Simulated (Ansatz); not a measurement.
# BSiO (doublet): from Hartree-Fock to the top rungs at a displaced geometry (v1), cc-pVDZ

The task here is to estimate one member of a computed series from the others.

Program: Ansatz 0.2.0, Gaussian basis. Level of theory: cc-pVDZ, core rule «outside noble gas», up to 7 orbitals frozen. These are calculated values, not measurements.

Plan: UHF; CCSD(T) on ROHF; CCSD(T) on UHF; BCCD(T) on ROHF; CISD; CCSDT(Q) on ROHF; CCSDT(Q) on UHF.

29 further runs of the same task are left out: 6 for a known fault of the program, 8 that didn't finish, 15 set aside as unsound or not needed.

### What is computed

The geometry is a PBE0/def2-TZVP stationary point (not a proven minimum) with its atoms shifted at random (size 0.040 Å).

3 atoms, charge 0, spin multiplicity 2.

Atoms are counted from 1 here; the program's logs count them from 0.

Bond lengths: B1–O2 1.281 Å, O2–Si3 1.639 Å. Angles: B1–O2–Si3 176.7°.

Set-up of the first run:

in.yaml

```yaml
crystal:
  periodic: [false, false, false]
  atoms:
    - {symbol: B, position_ang: [-0.015433, -0.009008, -1.399760]}
    - {symbol: O, position_ang: [-0.016266, -0.025151, -0.118713]}
    - {symbol: Si, position_ang: [0.031698, 0.034159, 1.518473]}
basis:
  gaussian: {orbitals: cc-pVDZ}
magnetization: {spin_polarized: true, initial_magnetization: 1}
hamiltonian: {xc: hf}
output: {orbitals: {seedname: orbitals}}
```

Launch:

```sh
> ansatz run in.yaml --threads 1 --pin off --events-out ev --progress --plain --max-ram 2393MiB
```

Among the steps run: UHF; CCSD(T) on ROHF; CCSD(T) on UHF; BCCD(T) on ROHF; CISD; CCSDT(Q) on ROHF; CCSDT(Q) on UHF.

One of the session's tables, all rows but one given; the rest of the session is left out.

It belongs to the step «Misses and costs». 

```
   method  from UCCSDT(Q) (kcal/mol)
     ROHF                    +213.30
      UHF                    +210.48
     RMP2                     +26.28
     UMP2                     +26.54
     CISD                          ?
    RCCSD                      +7.44
    UCCSD                      +7.37
 RCCSD(T)                      +1.14
 UCCSD(T)                      +1.14
  BCCD(T)                      +1.01
   RCCSDT                      +0.64
   UCCSDT                      +0.63
RCCSDT(Q)                      +0.07
UCCSDT(Q)                          0
```

**Question.** Estimate the row for CISD.

**Answer.** from UCCSDT(Q) (kcal/mol): +28.46. In the column «from UCCSDT(Q) (kcal/mol)» it lies between UMP2 (+26.54) and UHF (+210.48).

Caveats from the session: Restricted and unrestricted rows rest on different reference determinants; where their highest levels disagree by more than a few hundredths of an eV, they describe different states and don't form one ladder.
